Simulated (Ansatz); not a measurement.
Cost and result for the atomization energy of BH6NSi, SMILES `B[SiH2]N` (9 atoms, 8 bonds).

```xyz
9

B     1.1004    0.0587   -1.2151
Si   -0.5449   -0.2764   -0.1247
N    -0.4787    0.5300    1.3981
H     2.1264    0.4507   -0.7383
H     1.1060   -0.1895   -2.3859
H    -0.6424   -1.7778   -0.0590
H    -1.7901    0.1671   -0.8128
H    -1.2650    0.4970    2.0269
H     0.3883    0.5402    1.9108
```

The species carries charge 0 and has multiplicity 1. All single points use the PBE0-D4/def2-TZVP geometry. It is one conformer, not always the lowest. Program: Ansatz. All runs use 2 threads of an Arm Neoverse V1 on a shared host. Times are those of one run each, without the atoms' runs, and a repeat can differ threefold. Electronic energies, without spin–orbit coupling; frozen cores. CCSD(T)/CBS adds CCSD(T) − MP2 in def2-TZVPP to the MP2 limit, and its time is that of the two runs behind it. T1 = 0.011. HSE06 is the plane-wave form, built on full-range PBE exchange.

CCSD(T)/CBS is a level of theory with its own doubt, some kJ/mol a heavy atom from the limit and from the frozen cores, so smaller differences don't rank the functionals.

| level | functions | wall time |
| --- | --- | --- |
| LDA (SPW92)/def2-TZVPP | 188 | 1.2 s |
| CCSD(T)/def2-SVP | 76 | 1.5 s |
| PBE-D4/def2-TZVPP (with forces) | 188 | 2.2 s |
| BHLYP-D4/def2-TZVPP | 188 | 2.4 s |
| PBE0-D4/def2-TZVPP | 188 | 2.5 s |
| HSE06-D4/def2-TZVPP | 188 | 2.7 s |
| CAM-B3LYP-D4/def2-TZVPP | 188 | 2.9 s |
| r2SCANh-D4/def2-TZVPP | 188 | 4.2 s |
| ωB97X-V/def2-TZVPP | 188 | 7.5 s |
| B97M-V/def2-TZVPP | 188 | 9 s |
| MP2/def2-QZVPP | 364 | 15 s |
| CCSD(T)/def2-TZVPP | 188 | 33 s |
| CCSD(T)/CBS(def2) | – | 47 s |

Task: What atomization energy does each give, and how far from CCSD(T)/CBS? (Estimate.)

Result: The calculation gave: 
| level | atomization (kJ/mol) | difference from CCSD(T)/CBS | per bond |
| --- | --- | --- | --- |
| LDA (SPW92)/def2-TZVPP | 3183.4 | 333.8 | 41.7 |
| CCSD(T)/def2-SVP | 2651.9 | -197.7 | -24.7 |
| PBE-D4/def2-TZVPP (with forces) | 2861.3 | 11.7 | 1.5 |
| BHLYP-D4/def2-TZVPP | 2820.9 | -28.7 | -3.6 |
| PBE0-D4/def2-TZVPP | 2835.9 | -13.7 | -1.7 |
| HSE06-D4/def2-TZVPP | 2837.3 | -12.3 | -1.5 |
| CAM-B3LYP-D4/def2-TZVPP | 2881.8 | 32.2 | 4.0 |
| r2SCANh-D4/def2-TZVPP | 2837.5 | -12.1 | -1.5 |
| ωB97X-V/def2-TZVPP | 2875.2 | 25.6 | 3.2 |
| B97M-V/def2-TZVPP | 2867.4 | 17.8 | 2.2 |
| MP2/def2-QZVPP | 2819.8 | -29.8 | -3.7 |
| CCSD(T)/def2-TZVPP | 2772.1 | -77.5 | -9.7 |
| CCSD(T)/CBS(def2) | 2849.6 | 0.0 | 0.0 |

In def2-TZVPP, CCSD(T) changes the Hartree–Fock value by +650.5 kJ/mol (the triples alone add +26.9 kJ/mol) and MP2 by +651.8 kJ/mol; breaking electron pairs costs correlation energy, which Hartree–Fock lacks. From PBE to PBE0 (25 % exact exchange), in def2-TZVPP and without D4, the atomization energy moves by −23.3 kJ/mol: exact exchange takes away binding that semilocal exchange gives to molecules. The D4 term adds +21.4 kJ/mol with B3LYP and +11.1 kJ/mol with PBE0; it sums over pairs of atoms, weighted by their polarisabilities, and B3LYP, whose exchange is more repulsive, gets the larger term.

B3LYP here is the variant with VWN-RPA as its local correlation; programs differ in this.
